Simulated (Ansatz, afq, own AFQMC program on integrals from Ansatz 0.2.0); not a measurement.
SiHBr, triplet: AFQMC among the cluster methods

```json
{"atom": "Br", "x (Å)": "0.0000", "y (Å)": "0.0000", "z (Å)": "-1.6503"}
{"atom": "H", "x (Å)": "0.0000", "y (Å)": "0.0000", "z (Å)": "0.0137"}
{"atom": "Si", "x (Å)": "0.0000", "y (Å)": "0.0000", "z (Å)": "1.6367"}
```

Connectivity, by distances: Br ··· Si, 1 bridging H.

Basis cc-pVTZ. Noble-gas cores (and the filled d shells of Ga–Kr and In–Xe) are frozen. Ansatz 0.2.0 and our own AFQMC program on the same integrals; the CISD trial comes from CCSD amplitudes, and released means the phaseless constraint is let go. Uncertainties: one standard error, sampling alone. No spin–orbit coupling.

Determinant: UHF, the one that the program's search chose, which needn't be the lowest solution. The geometry is a point of a scan.

No full CI on the walks' own integrals is used here; CCSDT(Q) serves as the reference and is uncertain by about the last step of the cluster series.

Cautions: no relativity below Rb; no spin-orbit coupling; inner d shell frozen; lower spins were not checked.

- T1 diagnostic: 0.0168
- weight of the determinant in the CISD state: 0.854
- ⟨S²⟩ of the determinant: 2.039
- size of the correlated space: 12 electrons in 72 orbitals

Reference: CCSDT(Q), correlation energy -7.946 eV. The released energy is read at 2.40 1/Eh (meV from the phaseless value at times in 1/Eh: -3 ± 4 at 0.24, -8 ± 3 at 0.51, -16 ± 3 at 0.99, -28 ± 4 at 1.62, -22 ± 9 at 2.40).

```csv
level,E − E(reference) (kJ/mol),share of correlation (%)
HF,766.6,0.00
MP2,129.4,83.12
CCSD,35.0,95.43
CCSD(T),5.3,99.31
CCSDT,1.5,99.81
ph-AFQMC/CISD,2.3 ± 0.4,99.69
released AFQMC,0.2 ± 0.9,99.97
```

A walk keeps the symmetry of its determinant, which the program's search chose and which needn't be the lowest solution, so a lower state of the same spin and another symmetry isn't excluded. Released energies are given only where the last usable release times agree within the noise; a slower fall can still hide under it.
